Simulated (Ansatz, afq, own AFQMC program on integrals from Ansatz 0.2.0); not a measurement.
AFQMC on a folder of integrals that Ansatz 0.2.0 wrote.

```yaml
crystal:
  periodic: [false, false, false]
  atoms:
    - {symbol: Ge, position_ang: [-0.029615, -0.018281, 0.324094]}
    - {symbol: O, position_ang: [0.086236, 0.105554, -1.453738]}
    - {symbol: H, position_ang: [0.756932, -1.276603, 0.795826]}
    - {symbol: H, position_ang: [0.624934, 1.288774, 0.826143]}
    - {symbol: H, position_ang: [-0.616407, -0.370213, -1.902946]}
basis:
  gaussian: {orbitals: cc-pVDZ}
magnetization: {spin_polarized: true, initial_magnetization: 1}
correlation: {method: ccsd_t, electrons: outside_noble_gas, hamiltonian_folder: ham}
```

```sh
$ ansatz run in.yaml --threads 1 --pin off --events-out ev --progress --plain --max-ram 1382MiB
```

Options of the walk:

```
--method phaseless --trial cisd --walkers 60 --populations 1 --least-time 40 --time-step 0.005 --steps-per-block 50 --equilibration-blocks 28 --max-blocks 300 --target-error 0.00043 --factor-cut 1e-05 --start spin_pure --seed 3900 --release-times 0.24,0.51,0.99,1.62,2.4 --release-step 0.03 --release-every 4 --taylor-order 6
```

Times are imaginary, in 1/Eh. The walk had a cap of 1976 s. Filled inner d shells are frozen with the cores.

Log:

```
orbitals 41  electrons 7 6  factors 331 of 584
reference energy -2151.92213928 Eh
CCSD correlation -0.29798702 Eh in 12 cycles, weight of the determinant in the CISD state 0.8926
energy of the start -2152.220005 Eh
 block  time / (1/Eh)  mean weight  energy / Eh
     1     0.250  0.9990  -2152.215513
     2     0.500  0.9995  -2152.219237
     3     0.750  1.0007  -2152.218798
     4     1.000  0.9979  -2152.236211
     5     1.250  1.0006  -2152.232436
     8     2.000  0.9997  -2152.230648
    17     4.250  1.0007  -2152.241794
    41    10.250  0.9994  -2152.223478
    65    16.250  0.9972  -2152.224771
    89    22.250  0.9981  -2152.230830
   113    28.250  0.9999  -2152.227476
   137    34.250  1.0026  -2152.220858
   161    40.250  1.0006  -2152.226159
   185    46.250  1.0017  -2152.224380
   209    52.250  0.9970  -2152.225392
   233    58.250  1.0020  -2152.224981
   257    64.250  0.9991  -2152.231535
   273    68.250  1.0000  -2152.244196
   281    70.250  1.0006  -2152.228182
   305    76.250  1.0004  -2152.229294
   321    80.250  1.0030  -2152.227508
blocks merged  error / Eh  count
     1  0.000330  300
     2  0.000390  150
     4  0.000478  75
     8  0.000523  37
    16  0.000580  18
    32  0.000613  9
released: time / (1/Eh)  energy / Eh  error  mean overlap
  0.24  -2152.227422  0.000428  1.0066
  0.51  -2152.227992  0.000443  1.0006
  0.99  -2152.228299  0.000527  1.0035
  1.62  -2152.228874  0.000506  0.9924
  2.40  -2152.228450  0.000803  1.0085
energy -2152.227710 +/- 0.000580 Eh
(rows thinned)
```

The run passed its tests (sampling time, drift between the halves within three errors, error under three times the target), which doesn't prove that it has relaxed.

Against this walk (error 15.8 meV) on the same determinant: CCSD(T) 30.1 meV higher (within the noise). The error is statistical and leaves out the bias of the constraint. Released to 2.40 1/Eh the energy moves by -20 ± 27 meV (both errors), within twice the noise.

Cautions: constraint bias not in the error; error above the target (15.8 against 11.7 meV); no relativity below Rb; no spin-orbit coupling; inner d shell frozen.

The walk took 20 min on 1 thread of Arm Neoverse N1, with other jobs on the host. The log's last line is the phaseless energy.
